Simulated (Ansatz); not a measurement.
# SiNHO (singlet): wave-function methods side by side, cc-pVTZ

An exercise on one series of results from a longer session: the logs are not shown, and one member is left open.

Computed with Ansatz 0.2.0, Gaussian basis. Level: cc-pVTZ, core rule «outside noble gas», up to 7 orbitals frozen.

Plan: UHF; CCSD(T) on RHF; CCSD(T) on UHF; BCCD(T) on RHF; CCSDT(Q) on RHF; CCSDT(Q) on UHF.

6 further runs of the same task are left out: 6 set aside as unsound or not needed. Runs told in other sessions of the task aren't counted.

**What is computed**

The geometry is a PBE0/def2-TZVP stationary point (not a proven minimum) of the parent state, kept for this charge and spin.

4 atoms, charge 0, spin multiplicity 1.

Atoms are counted from 1 here; the program's logs count them from 0.

Bond lengths: O1–N2 1.191 Å, N2–Si3 1.782 Å, Si3–H4 1.519 Å. Angles: O1–N2–Si3 136.4°, N2–Si3–H4 90.8°.

The first run:

in.yaml reads:

```yaml
crystal:
  periodic: [false, false, false]
  atoms:
    - {symbol: O, position_ang: [0.000000, -0.144299, 1.624079]}
    - {symbol: N, position_ang: [0.000000, 0.380867, 0.555568]}
    - {symbol: Si, position_ang: [0.000000, -0.153981, -1.144069]}
    - {symbol: H, position_ang: [0.000000, 1.288393, -1.621334]}
basis:
  gaussian: {orbitals: cc-pVTZ}
magnetization: {spin_polarized: true, initial_magnetization: 0}
hamiltonian: {xc: hf}
output: {orbitals: {seedname: orbitals}}
```

Command:

```
$ ansatz run in.yaml --threads 1 --pin off --events-out ev --progress --plain --max-ram 2560MiB --backend cpu
```

Steps of the session up to this table: UHF; CCSD(T) on RHF; CCSD(T) on UHF; BCCD(T) on RHF; CCSDT(Q) on RHF; CCSDT(Q) on UHF.

One table of the session follows, with a row left open; its other results are not shown here.

It belongs to the step «Misses and costs». 

```
   method  from RCCSDT(Q) (kcal/mol)
      RHF                    +383.96
      UHF                    +356.04
     RMP2                     +39.86
     UMP2                     +44.68
    RCCSD                     +28.32
    UCCSD                          ?
 RCCSD(T)                      +5.34
 UCCSD(T)                      +7.16
  BCCD(T)                      +5.17
   RCCSDT                      +4.29
   UCCSDT                      +4.37
RCCSDT(Q)                          0
UCCSDT(Q)                      -0.58
```

**Question.** Estimate the row for UCCSD.

**Answer.** from RCCSDT(Q) (kcal/mol): +25.95. In the column «from RCCSDT(Q) (kcal/mol)» it lies between UCCSD(T) (+7.16) and RCCSD (+28.32).

The program flags UCCSD(T) as in doubt (see the logs), so read those rows with care; the flags are large difference.

Limits of these values: The determinant of HF (⟨S²⟩ 1.31) is far from a pure spin state, so its energy mixes those of several spin states; that is harmless only where they are near-degenerate. The determinant of CCSD(T) (⟨S²⟩ 1.31) is far from a pure spin state, so its energy mixes those of several spin states; high orders of coupled cluster remove much of that, low ones don't. The determinant of CCSDT(Q) (⟨S²⟩ 1.31) is far from a pure spin state, so its energy mixes those of several spin states; high orders of coupled cluster remove much of that, low ones don't. The program flags UCCSD(T) as in doubt, so read those rows with care; the flags are large difference. Warnings: restricted reference is unstable; spin contamination; large T1 diagnostic. Restricted and unrestricted rows rest on different reference determinants; a gap between their highest levels can come from leftover correlation error, from unlike frozen cores or from another state.
